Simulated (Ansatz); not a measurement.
Ansatz (a quantum-chemistry and plane-wave program) input (MP2/aug-cc-pVTZ): A basis named .json is the Basis Set Exchange file of that set (core-valence sets with the plain set on hydrogen).

Ansatz 0.2 input:
```yaml
crystal:
  periodic: [false, false, false]
  atoms:
    - {symbol: N, position_ang: [0.00224146, -0.00382052, 0.11155442]}
    - {symbol: H, position_ang: [-0.00202883, 0.95117179, -0.22808750]}
    - {symbol: H, position_ang: [0.80949996, -0.46442426, -0.29287493]}
    - {symbol: H, position_ang: [-0.82316134, -0.46000387, -0.25991854]}
basis:
  gaussian:
    orbitals: aug-cc-pVTZ
    fitting: {mean_field: def2-universal-jkfit, correlation: def2-SVP-RIFIT.json}
magnetization: {spin_polarized: false}
correlation: {method: mp2, electrons: outside_noble_gas}
```

Output:

```
Functional definition: HF
integrals: 0.01 GiB planned
131 factors; integrals over basis functions are off by at most 8.9e-1 eV
mean field: 0.11 GiB planned
mean field evaluation 1: about -1527.8291 eV, gradient 3.2e1 eV
mean field evaluation 2: about -1529.2380 eV, gradient 1.8e1 eV
mean field evaluation 4: about -1529.8305 eV, gradient 2.7e-1 eV
mean field evaluation 8: about -1529.8310 eV, gradient 5.4e-7 eV
mean field -1529.83098522 eV, -56.2202517502 hartree, gradient 5.4e-7 eV, S^2 0.000000; 0 other end points of the search recorded, 0 dependent functions left out
1 core orbitals not correlated
90 factors; their error is unknown
reference -1529.83098522 eV, -56.2202517502 hartree; 4, 4 occupied and 110, 110 virtual orbitals, 90 factors
second order -6.55510317 eV of doubles, -0.00000000 eV of singles
Total energy: -1536.38608839 eV, -56.4611473484 hartree
```
